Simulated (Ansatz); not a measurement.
`N/C(F)=N/CF`. The species carries charge 0 and has multiplicity 1.

Cartesian coordinates in Å:
```
N -1.838 0.608 0.489
C -0.672 -0.028 0.225
F -0.771 -1.332 0.557
N 0.340 0.488 -0.295
C 1.490 -0.284 -0.597
F 2.611 0.474 -0.336
H -2.446 0.193 1.173
H -1.802 1.611 0.451
H 1.577 -1.201 -0.003
H 1.511 -0.530 -1.664
```

Q: List the harmonic frequencies (cm⁻¹, unscaled) at PBE0-D4/def2-TZVP in Ansatz. (Best estimate.)

A: Ansatz gave: 26, 166, 226, 368, 425, 499, 542, 628, 729, 903, 1037, 1086, 1126, 1238, 1281, 1366, 1434, 1514, 1622, 1857, 3031, 3079, 3625, 3746.

Q: Is this a minimum?

A: Yes, all 24 modes are real.

Q: Give the ideal-gas thermochemistry at 298.15 K and 1 bar (rigid rotor, harmonic oscillator; point group C1, symmetry number 1).

A: Zero-point energy 188.7 kJ/mol; H(298) − E = 207.8 kJ/mol; entropy 339.4 J/(mol·K), of which translation 165.5, rotation 112.0, vibration 61.9; G(298) − E = 106.6 kJ/mol. Modes under 100 cm⁻¹ are hindered rotations or soft bends, so the harmonic entropy is rough.

Q: Rotational constants (cm⁻¹)?

A: 0.3017, 0.06637, 0.05658.
